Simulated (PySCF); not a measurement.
# LiO−: bond curves at several levels of theory

An exercise on one series of results from a longer session: the logs are not shown, and one member is left open.

Computed with PySCF 2.14.0. Level: Li aug-cc-pVDZ-DK, O aug-cc-pVDZ-DK, spin-free X2C with a Gaussian nucleus.

4 further runs of the same task are left out: 4 set aside as unsound or not needed.

The first run:

The job is set up so:

| Property | Result |
| --- | --- |
| atoms | Li, O |
| charge | -1 |
| basis | Li aug-cc-pVDZ-DK, O aug-cc-pVDZ-DK |
| Hamiltonian | spin-free X2C with a Gaussian nucleus |
| basis functions | 46 |
| electrons treated | 12 |
| masses in u | 7.0160, 15.9949 |
| levels | PBE0, PBE, r²SCAN, MN15, revPBE, PBEsol, ωB97X, MP2, SCS-MP2, CCSD, CCSD(T) |
| grid | 80 radial by 434 angular points |
| occupations | held fixed by the projection of orbital angular momentum |
| dissociation limit | Li + O−, each in its ground configuration |
| starting distance in angstrom | 1.985 |
| values of 2S to try | 0, 2 |

On the command line:

```bash
OMP_NUM_THREADS=1 python dia.py task.json out
```

Among the steps run: Set-up; The PBE0 curve of the state that the search chose; PBE (GGA); r²SCAN; MN15; revPBE; PBEsol (GGA); ωB97X (range-separated hybrid); Adding correlation.

One table of the session follows, with a row left open; its other results are not shown here.

Energy (eV) from each level's lowest point:

| R (Å) | UHF-MP2 | UHF-SCS-MP2 | UHF-CCSD | UHF-CCSD(T) | PBE |
| --- | --- | --- | --- | --- | --- |
| 1.520 | 0.374 | 0.354 | n/a | n/a | 0.435 |
| 1.590 | 0.153 | 0.139 | 0.135 | 0.140 | 0.205 |
| 1.661 | 0.039 | 0.031 | 0.029 | 0.031 | 0.073 |
| 1.714 | ? | ? | ? | ? | ? |
| 1.767 | 0.000 | 0.001 | 0.003 | 0.000 | 0.000 |
| 1.820 | 0.020 | 0.025 | 0.028 | 0.023 | 0.003 |
| 1.891 | 0.072 | 0.082 | 0.085 | 0.077 | 0.036 |
| 1.979 | 0.163 | 0.177 | 0.181 | 0.169 | 0.108 |
| 2.085 | 0.293 | 0.310 | 0.316 | 0.299 | 0.223 |
| 2.226 | 0.484 | 0.503 | n/a | n/a | 0.398 |

**Question.** Estimate the row for R (Å) = 1.714.

Worked estimate for «UHF-MP2». A straight line through the neighbours (1.661, 0.039) and (1.767, 0.000) gives 0.039 + (0.000 − 0.039) × (1.714 − 1.661) / (1.767 − 1.661) = 0.019; a parabola fitted to 4 rows on both sides gives 0.002.

**Answer.** UHF-MP2: 0.003; UHF-SCS-MP2: 0.000; UHF-CCSD: 0.000; UHF-CCSD(T): 0.000; PBE: 0.021. In «UHF-MP2» the line misses by +0.016 and the parabola by -0.001.

Caveats from the session: At some levels the lowest empty orbital lies below the highest filled one (the two can be of opposite spin).
